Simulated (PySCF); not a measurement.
CH2, SMILES [CH2] (connectivity only; charge and spin as stated), neutral, multiplicity 1.

The structure is a stationary point at B3LYP-D3(BJ)/def2-TZVPD. The isomer is the one that the SMILES or the coordinates give; other isomers of the formula were not compared.

Two levels are set side by side: TDA-PBE/def2-TZVPD (PySCF) and ADC(2)/aug-cc-pVDZ (PySCF). Vertical, same geometry; the bases differ. Differences are taken from unrounded values.

```json
[
 {"quantity": "lowest singlet excitation (eV)", "TDA-PBE": "1.71"}
]
```

**Question.** These are the TDA-PBE values. What does ADC(2) give? (An estimate is asked for; the answer gives what the named calculation found.)

**Answer.** 
```csv
quantity,ADC(2),TDA-PBE minus ADC(2)
lowest singlet excitation (eV),1.62,0.09
```

Rough cost on one machine, each run with all the roots and properties that it gave: ADC(2) against TDA-PBE about 1/3.
